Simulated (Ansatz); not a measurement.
`[SiH3][AlH][PH2]` → `[AlH2][SiH2]P`  (isomerisation)

Program: Ansatz. Geometries: PBE0-D4/def2-TZVP. ΔE: electronic, gas phase. CCSD(T)/CBS adds triple-zeta CCSD(T) − MP2 to the extrapolated MP2 energy (def2 sets, frozen cores). Functionals use def2-TZVPP. Each species was taken in one conformer, which may not be the lowest.

Question: Is it downhill or uphill in electronic energy at CCSD(T)/CBS, and by how much? (Estimate.)

Answer: Computed: Uphill: ΔE = +34.5 kJ/mol.

Question: What do these levels give: LDA (SPW92), revPBE-D4, PBE0-D4, r2SCANh-D4, B2PLYP, PBE, r2SCANh, CAM-B3LYP, CCSD/def2-SVP, HF/def2-TZVPP, SCS-MP2/def2-TZVPP, CCSD/def2-TZVPP? (Estimate.)

Answer: Ansatz gave: LDA (SPW92) 36.8, revPBE-D4 31.4, PBE0-D4 34.1, r2SCANh-D4 35.8, B2PLYP 35.4, PBE 35.8, r2SCANh 36.1, CAM-B3LYP 35.0, CCSD/def2-SVP 34.7, HF/def2-TZVPP 33.8, SCS-MP2/def2-TZVPP 33.6, CCSD/def2-TZVPP 35.4 kJ/mol.

Largest T1 diagnostic among the species: 0.014.

Leaving LDA and LC-ωPBE aside and taking each functional with its dispersion term where it has one, the values, not all of them listed here, spread over 10.7 kJ/mol, from B97M-V to r2SCAN-D4.
